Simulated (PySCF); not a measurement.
## Peak assignment

Geometry:
```json
{"atom": "C1", "x (Å)": "-0.095", "y (Å)": "0.912", "z (Å)": "-0.512"}
{"atom": "C2", "x (Å)": "0.364", "y (Å)": "-0.286", "z (Å)": "-0.163"}
{"atom": "C3", "x (Å)": "-0.212", "y (Å)": "-1.053", "z (Å)": "0.889"}
{"atom": "N4", "x (Å)": "-0.661", "y (Å)": "-1.693", "z (Å)": "1.735"}
{"atom": "H5", "x (Å)": "-0.938", "y (Å)": "1.365", "z (Å)": "-0.006"}
{"atom": "H6", "x (Å)": "0.370", "y (Å)": "1.466", "z (Å)": "-1.318"}
{"atom": "H7", "x (Å)": "1.209", "y (Å)": "-0.739", "z (Å)": "-0.670"}
```

PySCF 2.14 calculation with spin–spin couplings from B3LYP/pcJ-2, PBE0-D3(BJ)/def2-TZVP structure and σ from GIAO-B97-2/pcSseg-2; isolated molecule, relativity neglected, a single conformation.

Scale: ¹³C (σref 185.38) and ¹H (σref 31.64) against TMS (reference shieldings calculated alike).

(1) Assign these signals to the numbered atoms. ¹³C{¹H} NMR (computed): δ 145.6, 122.7, 116.7.

(2) Assign these signals to the numbered atoms. ¹H NMR (400 MHz, computed): δ 6.43 (dd, J = 20.0, 2.3 Hz, 1H), 6.22 (dd, J = 14.1, 2.3 Hz, 1H), 5.82 (dd, J = 20.0, 14.1 Hz, 1H).

Results:

(1) 
145.6 → C1, terminal =CH2 carbon: the olefinic region
122.7 → C3, nitrile carbon: typical of a nitrile
116.7 → C2, alkene CH: an sp2 carbon of a C=C bond

(2) 
| δ (ppm) | atoms | environment | reason |
| --- | --- | --- | --- |
| 6.43 | H5 | hydrogen on a terminal =CH2 carbon | olefinic region |
| 6.22 | H6 | hydrogen on a terminal =CH2 carbon | – |
| 5.82 | H7 | hydrogen on an alkene CH | attached to an sp2 carbon and in the plane of the double bond |

Splittings below 1 Hz are ignored in the labels, and close J values are merged. Shifts are as computed. Against solution values, carbons near 30 ppm lie about +3 ppm off and those near 130 ppm about +7 ppm. Of 1211 compounds with measured shifts, 218 miss one by over three times the rms of a fit or turn the order of signals round; such compounds aren't used in these exercises.
